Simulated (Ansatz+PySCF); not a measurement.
## doublet C₂H: levels of theory in one basis

```yaml
atoms:
  - { symbol: C, position_ang: [-0.0167, 0.0000, 0.0000] }
  - { symbol: C, position_ang: [1.2462, 0.0000, 0.0000] }
  - { symbol: H, position_ang: [-1.0749, 0.0000, 0.0000] }
```

Basis set: cc-pVTZ (spherical functions). Frozen core: 2 orbitals. Correlation on ROHF uses semicanonical orbitals with singles. Charge 0, multiplicity 2.

Computed with Ansatz (development build ahead of 0.2.0) and PySCF 2.14.0; each method stands on the lowest determinant of its kind that the runs found.

| method | E − E(ROHF) (eV) | <S²> of the determinant |
| --- | --- | --- |
| ROHF | 0.00 | 0.75 |
| UHF | -0.28 | 1.34 |
| UHF-MP2 | -6.56 | 1.34 |

Q: What does ROHF-MP2 give on the same scale?

A: -6.87 eV.

The restricted and unrestricted rows may stand on different electronic states: another unrestricted solution lies nearer the restricted one.

Caution for UHF, UHF-MP2: the unrestricted determinant is spin contaminated. Caution for ROHF-MP2, UHF-MP2: forces differ strongly between restricted and unrestricted references; another reference gives a lower total.
